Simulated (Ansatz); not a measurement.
# C2H3ClO: the cost of one run

Method: the levels named in each step, in Ansatz 0.2.0.

## (1) The starting structure

Bond lengths: C1–C2 1.486 Å, C2–O3 1.183 Å, C2–Cl4 1.776 Å, C1–H5 1.087 Å, C1–H6 1.087 Å, C1–H7 1.089 Å. Angles: C1–C2–O3 128.9°, C1–C2–Cl4 111.5°, O3–C2–Cl4 119.7°, C2–C1–H5 109.7°, C2–C1–H6 109.6°, C2–C1–H7 109.7°, H5–C1–H6 110.0°, H5–C1–H7 107.8°, H6–C1–H7 110.0°.

Coordinates:

```xyz
7

C    -1.6884   -0.3551   -0.0372
C    -0.2130   -0.5364   -0.0343
O     0.4119   -1.5390   -0.0890
Cl    0.6332    1.0223    0.0676
H    -1.9969    0.1552    0.8715
H    -2.1753   -1.3252   -0.1034
H    -1.9801    0.2665   -0.8829
```

## (2) A rough first relaxation, PBE-D4/def2-SVP

This run stands in another session on the same molecule. It ended at:

```xyz
7

C    -1.6940   -0.3621   -0.0383
C    -0.2028   -0.5447   -0.0350
O     0.4135   -1.5657   -0.0908
Cl    0.6569    1.0634    0.0707
H    -2.0058    0.1674    0.8835
H    -2.1879   -1.3488   -0.1049
H    -1.9885    0.2786   -0.8927
```

## (3) Relaxation, PBE0-D4/def2-TZVPP

input.yaml reads:

```yaml
crystal:
  periodic: [false, false, false]
  atoms:
    - { symbol: C, position_ang: [-1.69398342, -0.36205052, -0.0383339] }
    - { symbol: C, position_ang: [-0.20277402, -0.54474628, -0.03499856] }
    - { symbol: O, position_ang: [0.41345217, -1.5656546, -0.090845] }
    - { symbol: Cl, position_ang: [0.65693484, 1.06341713, 0.07065776] }
    - { symbol: H, position_ang: [-2.00584799, 0.1674347, 0.8834599] }
    - { symbol: H, position_ang: [-2.18792271, -1.34876792, -0.10493551] }
    - { symbol: H, position_ang: [-1.98846889, 0.27863749, -0.89269469] }
basis:
  gaussian: { orbitals: def2-TZVPP }
hamiltonian:
  xc: pbe0
  dispersion: d4
relax:
  f_tol: 0.002
  max_steps: 150
```

Command:

```console
> ansatz run input.yaml --threads 4 --pin off --max-ram 10240MiB --backend cpu --events-out ev --progress --plain --runs-dir out
```

What time and memory should one allow on 4 threads of Intel Xeon at 2.50GHz (Skylake/Cascade Lake), shared host?

About 39 s, with a peak of 0.39 GiB.
